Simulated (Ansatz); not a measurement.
**C₃H₃NO: a ladder of functionals and wavefunction methods**

An exercise on one series of results from a longer session: the logs are not shown, and one member is left open.

Computed with Ansatz 0.2.0, Gaussian basis. Level: functionals in def2-TZVPP, the program's frozen cores in correlated methods.

Levels to be run: LDA (SPW92), PBE-D4, revPBE-D4, BLYP-D4, r2SCAN-D4, B97M-V, PBE0-D4, B3LYP-D4, r2SCANh-D4, r2SCAN0-D4, HSE06-D4, BHLYP-D4, CAM-B3LYP-D4, LC-ωPBE, ωB97X-V, ωB97M-V, B2PLYP, PBE-QIDH; CCSD(T)/def2-SVP; CCSD(T)/def2-TZVPP; MP2/def2-QZVPP; extrapolation to the limit; RPA on PBE.

### The geometry

All runs share one geometry, relaxed beforehand with PBE0-D4 in a triple-zeta def2 set.

8 atoms, charge 0, spin multiplicity 1.

Atoms are counted from 1 here; the program's logs count them from 0.

Bond lengths: C1–C2 1.329 Å, C1–H6 1.079 Å, C1–H7 1.082 Å, C2–O3 1.355 Å, C2–C4 1.433 Å, O3–H8 0.961 Å, C4–N5 1.152 Å. Angles: C2–C1–H6 120.0°, C2–C1–H7 120.4°, H6–C1–H7 119.6°, C1–C2–O3 122.4°, C1–C2–C4 121.5°, O3–C2–C4 116.1°, C2–O3–H8 110.2°, C2–C4–N5 177.2°.

Set-up of the first run:

Contents of in.yaml:

```yaml
crystal:
  periodic: [false, false, false]
  atoms:
    - {symbol: C, position_ang: [0.430024, 0.325417, 1.148297]}
    - {symbol: C, position_ang: [0.000727, -0.184042, -0.002047]}
    - {symbol: O, position_ang: [-0.157703, -1.516629, -0.192790]}
    - {symbol: C, position_ang: [-0.322541, 0.654836, -1.118026]}
    - {symbol: N, position_ang: [-0.595436, 1.283059, -2.043876]}
    - {symbol: H, position_ang: [0.541884, 1.393452, 1.257378]}
    - {symbol: H, position_ang: [0.669184, -0.324601, 1.979499]}
    - {symbol: H, position_ang: [-0.474141, -1.688592, -1.084235]}
basis:
  gaussian: {orbitals: def2-TZVPP}
hamiltonian: {xc: lda}
output: {orbitals: {seedname: orbitals}}
```

On the command line:

```
> ansatz run in.yaml --threads 2 --pin off --events-out ev --progress --plain --max-ram 4352MiB
```

Steps of the session up to this table: LDA; PBE-D4 (GGA); revPBE-D4 (GGA); BLYP-D4 (GGA); r2SCAN-D4 (meta-GGA); B97M-V (meta-GGA); PBE0-D4 (hybrid); B3LYP-D4 (hybrid); r2SCANh-D4 (hybrid); r2SCAN0-D4 (hybrid); HSE06-D4 (hybrid); BHLYP-D4 (hybrid); CAM-B3LYP-D4 (range-separated); LC-ωPBE (range-separated); ωB97X-V (range-separated); ωB97M-V (range-separated); B2PLYP (double hybrid); PBE-QIDH (double hybrid).

One table of the session follows, with a row left open; its other results are not shown here.

It belongs to the step «Frontier levels by functional». 

```
  functional  HOMO (eV)  gap (eV)
 LDA (SPW92)      -6.68      4.13
      PBE-D4      -6.47      4.18
   revPBE-D4      -6.40      4.20
     BLYP-D4      -6.33      4.16
   r2SCAN-D4          ?         ?
      B97M-V      -6.69      4.65
     PBE0-D4      -7.67      6.30
    B3LYP-D4      -7.45      5.86
  r2SCANh-D4      -7.15      5.33
  r2SCAN0-D4      -7.83      6.53
    HSE06-D4      -7.27      5.52
    BHLYP-D4      -8.73      8.42
CAM-B3LYP-D4      -9.00      8.75
     LC-ωPBE     -10.33     11.23
     ωB97X-V      -9.95     10.81
     ωB97M-V      -9.86     10.65
```

**Question.** Estimate the row for r2SCAN-D4.

Worked estimate for «HOMO (eV)». Against the share of exact exchange, r2SCANh-D4 (0.1, -7.15), r2SCAN0-D4 (0.25, -7.83) give a slope of -4.53 per unit share; at 0 the line stands at -6.70.

The run gave: HOMO (eV): -6.70; gap (eV): 4.54. In «HOMO (eV)» the line misses by 0.00.
